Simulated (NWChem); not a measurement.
System: C4H8; SMILES C1CCC1

The following NWChem deck was run.

```
start job
memory heap 200 mb stack 900 mb global 1100 mb
geometry units angstroms noautoz
  C      0.765463     0.765463     0.127290
  C      0.765463    -0.765463    -0.127290
  C     -0.765463    -0.765463     0.127290
  C     -0.765463     0.765463    -0.127290
  H      1.001727     1.001727     1.185272
  H      1.402362     1.402362    -0.519549
  H      1.001727    -1.001727    -1.185272
  H      1.402362    -1.402362     0.519549
  H     -1.402362    -1.402362    -0.519549
  H     -1.001727    -1.001727     1.185272
  H     -1.001727     1.001727    -1.185272
  H     -1.402362     1.402362     0.519549
end
basis spherical
  C library cc-pvtz
  H library cc-pvtz
end
dft
  xc pbe0
  iterations 150
  semidirect filesize 400000000
  mulliken
end
task dft energy
```

Excerpt of the output:

```
             Northwest Computational Chemistry Package (NWChem) 7.3.0
             --------------------------------------------------------

 D2D symmetry detected

                             Geometry "geometry" -> ""
                             -------------------------

 Output coordinates in angstroms (scale by  1.889725989 to convert to a.u.)

  No.       Tag          Charge          X              Y              Z
 ---- ---------------- ---------- -------------- -------------- --------------
    1 C                    6.0000     0.76546300     0.76546300     0.12729000
    2 C                    6.0000     0.76546300    -0.76546300    -0.12729000
    3 C                    6.0000    -0.76546300    -0.76546300     0.12729000
    4 C                    6.0000    -0.76546300     0.76546300    -0.12729000
    5 H                    1.0000     1.00172700     1.00172700     1.18527200
    6 H                    1.0000     1.40236200     1.40236200    -0.51954900
    7 H                    1.0000     1.00172700    -1.00172700    -1.18527200
    8 H                    1.0000     1.40236200    -1.40236200     0.51954900
    9 H                    1.0000    -1.40236200    -1.40236200    -0.51954900
   10 H                    1.0000    -1.00172700    -1.00172700     1.18527200
   11 H                    1.0000    -1.00172700     1.00172700    -1.18527200
   12 H                    1.0000    -1.40236200     1.40236200     0.51954900

 Effective nuclear repulsion energy (a.u.)     126.3210358712

      Symmetry information
      --------------------

 Group name             D2d
 Group number             32
 Group order               8
 No. of unique centers     3

                                 NWChem DFT Module
                                 -----------------

 Summary of "ao basis" -> "ao basis" (spherical)
 ------------------------------------------------------------------------------
       Tag                 Description            Shells   Functions and Types
 ---------------- ------------------------------  ------  ---------------------
 C                          cc-pvtz                 10       30   4s3p2d1f
 H                          cc-pvtz                  6       14   3s2p1d

      Symmetry analysis of basis
      --------------------------

        a1         40
        a2         18
        b1         18
        b2         40
        e         116

            General Information
            -------------------
          SCF calculation type: DFT
          Wavefunction type:  closed shell.
          No. of atoms     :    12
          No. of electrons :    32
           Alpha electrons :    16
            Beta electrons :    16
          Charge           :     0
          Spin multiplicity:     1
          Use of symmetry is: on ; symmetry adaption is: on
          Maximum number of iterations: 150
          AO basis - number of functions:   232
                     number of shells:    88
          Convergence on energy requested:  1.00D-06
          Convergence on density requested:  1.00D-05
          Convergence on gradient requested:  5.00D-04

              XC Information
              --------------
                         PBE0 Method XC Functional
                     Hartree-Fock (Exact) Exchange  0.250
          PerdewBurkeErnzerhof Exchange Functional  0.750
            Perdew 1991 LDA Correlation Functional  1.000 local
           PerdewBurkeErnz. Correlation Functional  1.000 non-local

             Grid Information
             ----------------
          Grid used for XC integration:  medium
          Radial quadrature: Mura-Knowles
          Angular quadrature: Lebedev.
          Tag              B.-S. Rad. Rad. Pts. Rad. Cut. Ang. Pts.
          ---              ---------- --------- --------- ---------
          C                   0.70       49          10.0       434
          H                   0.35       45          11.0       434
          Grid pruning is: on
          Number of quadrature shells:   139
          Spatial weights used:  Erf1

      Superposition of Atomic Density Guess
      -------------------------------------

 Sum of atomic energies:        -154.68046061

      Non-variational initial energy
      ------------------------------

 Total energy =    -157.609698
 1-e energy   =    -455.590498
 2-e energy   =     171.659764
 HOMO         =      -0.364958
 LUMO         =       0.073512

      Symmetry analysis of molecular orbitals - initial
      -------------------------------------------------

  Numbering of irreducible representations:

     1 a1          2 a2          3 b1          4 b2          5 e

  Orbital symmetries:

     1 a1          2 e           3 e           4 b2          5 a1
     6 e           7 e           8 b2          9 b2         10 a1
    11 e          12 e          13 b1         14 e          15 e
    16 a1         17 a1         18 b2         19 e          20 e
    21 b2         22 e          23 e          24 e          25 e
    26 a1

------------------------------------------------------------
EAF file 0: "./job.aoints.0" size=330825728 bytes
------------------------------------------------------------
               write      read    awrite     aread      wait
               -----      ----    ------     -----      ----
     calls:      631         0         0         0         0
   data(b): 3.31e+08  0.00e+00  0.00e+00  0.00e+00
   time(s): 0.00e+00  0.00e+00  0.00e+00  0.00e+00  0.00e+00
rate(mb/s): 0.00e+00  0.00e+00
------------------------------------------------------------

     ---------------------------------------------
      Total Density - Mulliken Population Analysis
     ---------------------------------------------

[...]
```

Level: PBE0/cc-pVTZ. All runs use the structure optimised with PBE-D3(BJ)/def2-SVP.
